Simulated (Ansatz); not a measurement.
`FC(Cl)Cl`, 5 atoms. Charge 0, multiplicity 1. All runs use 2 threads of a server CPU on a shared host. Correlated methods freeze the cores. Open-shell runs search over several starts.

(1) How many basis functions does each run have, and how long does it take in Ansatz? RKS PBE-QIDH (frozen core)/def2-TZVPP energy; RKS PBE0-D4/def2-TZVP frequencies; RKS r2SCAN0-D4/def2-TZVPP energy; UKS ωB97M-V/def2-TZVPP energy of the cation; UKS B2PLYP (frozen core)/def2-TZVPP energy of the cation; RKS PBE0-D4/def2-TZVP relaxation (6 steps); direct RPA on PBE orbitals/def2-TZVPP energy; RKS ωB97M-V/def2-SVP energy; UKS PBE0-D4/def2-TZVPP energy of the cation; RKS B3LYP-D4/def2-TZVPP energy and forces; RKS PBE0-D4/def2-SVP energy; UHF-CCSD(T)/def2-TZVPP energy of the cation. (An estimate is asked.)

Answers

(1) Ansatz gave: Other jobs shared the machine, so times are rough.

| level | job | functions | wall time | peak host memory (GiB) |
| --- | --- | --- | --- | --- |
| RKS PBE0-D4/def2-SVP | energy | 69 | 0.9 s | 0.14 |
| RKS B3LYP-D4/def2-TZVPP | energy and forces | 160 | 2.5 s | 0.35 |
| direct RPA on PBE orbitals/def2-TZVPP | energy | 160 | 2.8 s | 0.28 |
| RKS ωB97M-V/def2-SVP | energy | 69 | 2.8 s | 0.19 |
| RKS r2SCAN0-D4/def2-TZVPP | energy | 160 | 2.9 s | 0.37 |
| RKS PBE-QIDH (frozen core)/def2-TZVPP | energy | 160 | 4 s | 0.32 |
| UKS PBE0-D4/def2-TZVPP | energy of the cation | 160 | 12 s | 0.64 |
| RKS PBE0-D4/def2-TZVP | relaxation (6 steps) | 142 | 19 s | 0.33 |
| UKS B2PLYP (frozen core)/def2-TZVPP | energy of the cation | 160 | 21 s | 0.45 |
| UKS ωB97M-V/def2-TZVPP | energy of the cation | 160 | 35 s | 0.78 |
| RKS PBE0-D4/def2-TZVP | frequencies | 142 | 36 s | 0.33 |
| UHF-CCSD(T)/def2-TZVPP | energy of the cation | 160 | 2.5 min | 2.9 |

B3LYP here is the variant with VWN-RPA as its local correlation; programs differ in this.
